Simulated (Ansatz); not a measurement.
Start from `NC1(O)C=N1` and change one atom or group to get `NC1(O)N=C1O`.

Ansatz, PBE0-D4/def2-TZVP geometries, multiplicity 1. Each molecule was computed in one conformer, which needn't be the lowest.

```csv
property,`NC1(O)C=N1`
LUMO energy (B3LYP/def2-TZVPP) / eV,-1.09
HOMO–LUMO gap (B3LYP/def2-TZVPP) / eV,5.34
zero-point energy (PBE0-D4/def2-TZVP) / kJ/mol,176.0
HOMO–LUMO gap (ωB97M-V/def2-TZVPP) / eV,10.42
size of the dipole moment (ωB97M-V/def2-TZVPP) / D,1.16
HOMO–LUMO gap (PBE/def2-TZVPP) / eV,3.32
```

Problem. Give the same properties after the change, and the shifts. (Best estimate.)

Solution. Computed: 
```tsv
property	`NC1(O)N=C1O`	shift
LUMO energy (B3LYP/def2-TZVPP) / eV	0.08	1.17
HOMO–LUMO gap (B3LYP/def2-TZVPP) / eV	6.69	1.35
zero-point energy (PBE0-D4/def2-TZVP) / kJ/mol	191.0	15.0
HOMO–LUMO gap (ωB97M-V/def2-TZVPP) / eV	11.14	0.72
size of the dipole moment (ωB97M-V/def2-TZVPP) / D	1.72	0.56
HOMO–LUMO gap (PBE/def2-TZVPP) / eV	4.70	1.38
```

With PBE0 the HOMO falls by 0.17 eV and the LUMO rises by 1.19 eV, so the gap widens by about 1.36 eV. PBE moves the HOMO by -0.18 eV and ωB97M-V by -0.16 eV. The zero-point energy changes by 15.0 kJ/mol with +3 modes. Dipoles are sizes alone; their direction can turn.

B3LYP here is the variant with VWN-RPA as its local correlation; programs differ in this.
